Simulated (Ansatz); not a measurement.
An input meant for Li₂H₂⁻ (charge -1, doublet).

```yaml
crystal:
  periodic: [false, false, false]
  atoms:
    - {symbol: Li, position_ang: [-0.392664, -0.078848, -0.590960]}
    - {symbol: Li, position_ang: [0.331970, 0.085329, 0.592637]}
    - {symbol: H, position_ang: [-0.616344, -0.467347, 0.423687]}
    - {symbol: H, position_ang: [0.532894, 0.460866, -0.364837]}
basis:
  gaussian: {orbitals: STO-3G}
total_charge: -1
magnetization: {spin_polarized: true, initial_magnetization: 1}
hamiltonian: {xc: {name: r2SCAN0}}
scf: {omitted_lower_state_checks: [starts]}
output: {forces: true}
```

```sh
$ ansatz run in.yaml --threads 4 --pin off --events-out ev --progress --plain --max-ram 3916MiB
```

Shortened log:

```
Functional definition: r2SCAN0
144 factors; integrals over basis functions are off by at most 1.1e-3 eV
mean field evaluation 1: about -422.9622 eV, gradient 2.7e0 eV
mean field evaluation 2: about -423.1255 eV, gradient 1.5e0 eV
mean field evaluation 4: about -423.1668 eV, gradient 2.1e-1 eV
mean field evaluation 8: about -423.2179 eV, gradient 8.8e-3 eV
mean field evaluation 16: about -423.2179 eV, gradient 2.4e-4 eV
mean field -423.21791120 eV, -15.5529713692 hartree, gradient 1.6e-5 eV, S^2 0.760276; 0 other end points of the search recorded, 0 dependent functions left out
reference -423.21792486 eV, -15.5529718713 hartree; 5, 4 occupied and 7, 8 virtual orbitals, 144 factors
Total energy: -423.21792486 eV, -15.5529718713 hartree
Atom 0 at    -0.392664    -0.078848    -0.590960 Å, force    -7.774720    -1.975322   -12.745295 eV/Å
Atom 1 at     0.331970     0.085329     0.592637 Å, force     7.056016     0.660411    14.284239 eV/Å
Atom 2 at    -0.616344    -0.467347     0.423687 Å, force    -9.040861    -7.172219     6.562095 eV/Å
Atom 3 at     0.532894     0.460866    -0.364837 Å, force     9.759565     8.487131    -8.101039 eV/Å
Dipole moment:    -0.018680     0.014344    -0.008157 e Å
Checks for a lower state left out: starts
```

Task: What is wrong with this run?

Result: The geometry is squeezed to about two thirds of its size. The calculation finished and met its thresholds. The result belongs to that input, not to the species as meant. The highest occupied level of an anion often lies above zero with these methods, and sets without diffuse functions describe the outer electron poorly.
